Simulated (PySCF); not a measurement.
**Gas-phase thermal properties of SOF₂**

Computed with PySCF (xtb for GFN2) and rigid-rotor harmonic-oscillator thermochemistry at 1 bar. Table values come from the NASA 1993 polynomials. 6-31G* has spherical d functions here. All species are closed-shell singlets. B3LYP is the form with VWN-RPA correlation. The harmonic model lacks anharmonicity and excited electronic states, which grow with temperature; levels with a mode under 35 cm⁻¹ are left out. The table's entry may be an old estimate for SOF₂ (not checked at source).

| level | point group | σ | ZPE (kJ/mol) | S°298 (J/mol/K) | Cp298 (J/mol/K) | S°1000 (J/mol/K) | H1000 − H298 (kJ/mol) |
|---|---|---|---|---|---|---|---|
| table | - | - | - | 279.2 | 57.2 | 363.5 | 50.4 |
| B3LYP/6-31G* | Cs | 1 | 24.4 | 281.3 | 57.9 | 366.2 | 50.6 |
| GFN2-xTB | Cs | 1 | 21.5 | 286.7 | 61.8 | 374.1 | 51.9 |
| HF/6-31G* | Cs | 1 | 28.2 | 276.5 | 54.0 | 358.1 | 48.9 |
| PBE/def2-SVP | Cs | 1 | 23.3 | 283.2 | 59.3 | 369.0 | 51.1 |
| PBE0/def2-TZVP | Cs | 1 | 25.5 | 279.1 | 56.8 | 363.1 | 50.2 |
σ: rotational symmetry number. Electronic degeneracy used: 1. Frequencies are unscaled.
